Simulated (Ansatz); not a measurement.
CH$_{3}$NS (`N=CS`), relaxed with RKS PBE-D4/def2-SVP in Ansatz 0.2.0 from a rough embedded geometry. The force threshold is 0.03 eV/Å; the program also tests the step.

The species carries charge 0 and has multiplicity 1.

Start:

```xyz
6

N     1.301   -0.410   -0.204
C     0.134    0.056   -0.051
S    -1.110   -1.062    0.333
H     1.900    0.426   -0.435
H    -0.098    1.139   -0.106
H    -2.126   -0.149    0.462
```

| step | energy (eV) | largest force (eV/Å) | largest move (Å) |
| --- | --- | --- | --- |
| 1 | -13397.3986 | 1.419 | 0.000 |
| 2 | -13397.4514 | 1.142 | 0.069 |
| 3 | -13397.4916 | 0.683 | 0.062 |
| 4 | -13397.5060 | 0.169 | 0.063 |
| 5 | -13397.5086 | 0.067 | 0.019 |
| 6 | -13397.5088 | 0.029 | 0.007 |

End:

```xyz
6

N     1.338   -0.379   -0.230
C     0.154    0.054   -0.037
S    -1.158   -1.079    0.353
H     1.970    0.409   -0.445
H    -0.180    1.117   -0.087
H    -2.123   -0.122    0.447
```

Run time 5.5 s (4 threads of an Arm Neoverse N1 on a shared host); peak host memory 0.13 GiB.
